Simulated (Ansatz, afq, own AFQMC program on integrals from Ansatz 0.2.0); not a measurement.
**Atomization energy of HfH, quartet**

```json
{"atom": "Hf", "x (Å)": "0.0000", "y (Å)": "0.0000", "z (Å)": "0.0000"}
{"atom": "H", "x (Å)": "0.0000", "y (Å)": "0.0000", "z (Å)": "1.8648"}
```

Atoms in their ground-state spins without spin–orbit coupling (mostly on UHF) minus the molecule (UHF), without zero-point energy. The geometry is a stationary point, not shown to be a minimum.

Basis def2-TZVP with its core potentials. Only valence electrons are correlated. Integrals, coupled cluster, full CI and functionals: Ansatz 0.2.0; the random walks run on the same integrals in our own AFQMC program. The CISD trial takes its coefficients from CCSD amplitudes. Released means that phaseless walkers are propagated on without the constraint, phases kept. Free AFQMC starts from the CCSD state and is never constrained. Its projection time is finite, and what remains of the start isn't in its error. Error bars are statistical, one sigma. No spin–orbit coupling. The metal's outer-core s and p shells are frozen, which shifts wave-function levels against functionals. The errors of all members are added in quadrature.

No full CI on the walks' own integrals is used here; CCSDT(Q) serves as the reference and is uncertain by about the last step of the cluster series. Each member takes its own surest rung, up to full CI.

The best estimate is CCSD(T) at the basis-set limit (CBS: def2-TZVPP and def2-QZVPP, with their diffuse functions for anions and beside diffuse sets, CCSD(T) itself extrapolated) plus the step from CCSD(T) to CCSDT(Q) in def2-TZVP. Rows without CBS are in def2-TZVP; B2PLYP and the wave-function rows carry a basis error of their own. Core correlation and relativity beyond core potentials are missing, and ± holds the sampling alone.

Cautions: no spin-orbit coupling; outer-core shells of the metal frozen; HfH (quartet): another spin lies lower; Hf (triplet): its ph-AFQMC/CISD value lies 35.8 ± 1.8 meV above full CI.

Best estimate: 1.976 eV.

```json
{"level": "HF", "atomization energy (eV)": "1.855", "error against the best estimate (eV)": "-0.122"}
{"level": "MP2", "atomization energy (eV)": "1.890", "error against the best estimate (eV)": "-0.086"}
{"level": "CCSD", "atomization energy (eV)": "1.870", "error against the best estimate (eV)": "-0.106"}
{"level": "CCSD(T)", "atomization energy (eV)": "1.838", "error against the best estimate (eV)": "-0.139"}
{"level": "CCSDT", "atomization energy (eV)": "1.823", "error against the best estimate (eV)": "-0.154"}
{"level": "CCSDT(Q)", "atomization energy (eV)": "1.822", "error against the best estimate (eV)": "-0.155"}
{"level": "free AFQMC", "atomization energy (eV)": "1.823 ± 0.003", "error against the best estimate (eV)": "-0.154 ± 0.003"}
{"level": "HF/CBS", "atomization energy (eV)": "1.887", "error against the best estimate (eV)": "-0.089"}
{"level": "MP2/CBS", "atomization energy (eV)": "2.002", "error against the best estimate (eV)": "0.026"}
{"level": "CCSD(T)/CBS", "atomization energy (eV)": "1.994", "error against the best estimate (eV)": "0.017"}
{"level": "PBE", "atomization energy (eV)": "2.304", "error against the best estimate (eV)": "0.327"}
{"level": "PBE0", "atomization energy (eV)": "2.277", "error against the best estimate (eV)": "0.300"}
{"level": "B3LYP", "atomization energy (eV)": "2.122", "error against the best estimate (eV)": "0.146"}
{"level": "wB97M-V", "atomization energy (eV)": "2.001", "error against the best estimate (eV)": "0.024"}
{"level": "B2PLYP", "atomization energy (eV)": "1.982", "error against the best estimate (eV)": "0.005"}
```

Correlation beyond CCSD(T) takes off 0.017 eV. Going to the basis-set limit adds 0.156 eV at CCSD(T). The perturbative (T) step is worth −0.033 eV.

Best estimates are given only where the step beyond CCSD(T) is under 0.3 eV and no member's determinant is very poor (T1 over 0.05, or 0.07 for open shells, ⟨S²⟩ too high by 0.3, two states mixed), so the hardest cases are missing from such tables.

The functionals ran in a triple-zeta set and keep a basis error of their own, a few kJ/mol for each bond in atomization energies and more for double hybrids, so close places among them and the extrapolated levels can swap.

CCSDT and higher add their correlation energy to the determinant of the CCSD(T) run, since their own runs factorise the integrals more tightly (a shift of under 2 meV). Free projections are given only where their last times agree within the noise and don't stop above the reference; a slow remainder of the start can still hide under it. Each member of a difference takes its own highest rung, so a best estimate needn't equal the limit plus the step of one row. The exponents were fitted on light atoms, and def2 sets of heavy atoms don't grow evenly, so the limit is rough here.
